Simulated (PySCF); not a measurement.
One of the candidates below gave these computed data.

All candidates are C3H5FS.

- Dipole: 0.45 D [PBE0/def2-SVPD]
- 1H NMR: chemical shifts (computed TMS as zero) by class: 5.37 (1 H), 3.79 (1 H), 3.07 (1 H), 2.54 (1 H), 2.18 (1 H) ppm [GIAO PBE0/pcSseg-1]
- Rotational structure: rotational constants A, B, C: 11.358, 2.253, 2.027 GHz [GFN2-xTB]
- UV, strongest line: among the 6 lowest singlet transitions: S4 at 6.87 eV (181 nm, f = 0.042) [TDDFT PBE0/def2-SVPD]
- UV, first state: lowest singlet excitation: 4.95 eV (250 nm, f = 0.000) [TDDFT PBE0/def2-SVPD]
- Polarisability: 55.8 au [PBE0/def2-SVPD]
- 13C NMR: chemical shifts (computed TMS as zero) by class: 91.6 (1 C), 32.9 (1 C), 27.7 (1 C) ppm [GIAO PBE0/pcSseg-1]

Electronic properties: PySCF, gas phase, density fitting. Levels stand in brackets. Isolated species at its GFN2-xTB geometry (one conformer only). Each NMR value is the plain mean over a class of atoms that symmetry, rotation or inversion makes alike.

Problem. Which candidate is it?
A. `F[C@@H]1C[C@H]1S`
B. `CS/C=C\F`
C. `FC[C@H]1CS1`
D. `CC(=S)CF`
E. `F[C@@H]1C[C@@H]1S`

Solution. C. It is `FC[C@H]1CS1`. Numbering: `[F:1][CH2:2][C@H:3]1[CH2:4][S:5]1`. Its formula, C3H5FS, gives 1 degree of unsaturation: 1 ring and 0 π bonds in the structure found. 3 carbons fall into 3 classes; from least to most shielded: sp3 C–F carbon [C2] (91.6 ppm), ring sp3 carbon bound to sulfur [C3] (32.9 ppm), ring sp3 carbon bound to sulfur [C4] (27.7 ppm). Hydrogen classes from least to most shielded: 1 H on an sp3 C–F carbon, C2 (5.37 ppm), 1 H on an sp3 C–F carbon, C2 (3.79 ppm), 1 H on an sp3 carbon bound to sulfur, C3 (3.07 ppm), 1 H on an sp3 carbon bound to sulfur, C4 (2.54 ppm), 1 H on an sp3 carbon bound to sulfur, C4 (2.18 ppm). The optimised geometry has point group C1 and is an asymmetric top.

The others, at the same levels:
- `F[C@@H]1C[C@H]1S` fails: its computed 13C shifts are 80.1 (1 C), 17.6 (1 C), 15.8 (1 C) ppm, 1H shifts are 4.36 (1 H), 2.46 (1 H), 2.43 (1 H), 1.37 (1 H), 0.77 (1 H) ppm and rotational constant A is 10.280 GHz (against 11.358 GHz).
- `CS/C=C\F` fails: its computed 13C shifts are 155.3 (1 C), 113.2 (1 C), 20.4 (1 C) ppm, 1H shifts are 7.07 (1 H), 4.88 (1 H), 2.60 (3 H) ppm and lowest singlet excitation is 5.28 eV (235 nm, f = 0.000) (against 4.95 eV).
- `F[C@@H]1C[C@@H]1S` fails: its computed 13C shifts are 73.1 (1 C), 19.4 (1 C), 18.7 (1 C) ppm, 1H shifts are 4.65 (1 H), 2.16 (1 H), 1.55 (1 H), 1.03 (1 H), 0.48 (1 H) ppm and rotational constant A is 6.867 GHz (against 11.358 GHz).
- `CC(=S)CF` fails: its computed 13C shifts are 276.5 (1 C), 96.9 (1 C), 42.7 (1 C) ppm, 1H shifts are 5.70 (2 H), 3.26 (3 H) ppm and rotational constant A is 7.927 GHz (against 11.358 GHz).

Each candidate is one conformer, not necessarily the lowest. Dipoles, sizes and rotational constants follow the conformer. The torsions of the flexible species, by atom-mapped SMILES:
- `[F:1][CH2:2][C@H:3]1[CH2:4][S:5]1`: F1–C2–C3–C4 86°
- `[F:1][C@@H:2]1[CH2:3][C@H:4]1[SH:5]`: H–S5–C4–C3 146°
- `[CH3:1][S:2]/[CH:3]=[CH:4]\[F:5]`: C1–S2–C3–C4 0°
- `[F:1][C@@H:2]1[CH2:3][C@@H:4]1[SH:5]`: H–S5–C4–C3 -57°
- `[CH3:1][C:2](=[S:3])[CH2:4][F:5]`: C1–C2–C4–F5 0°
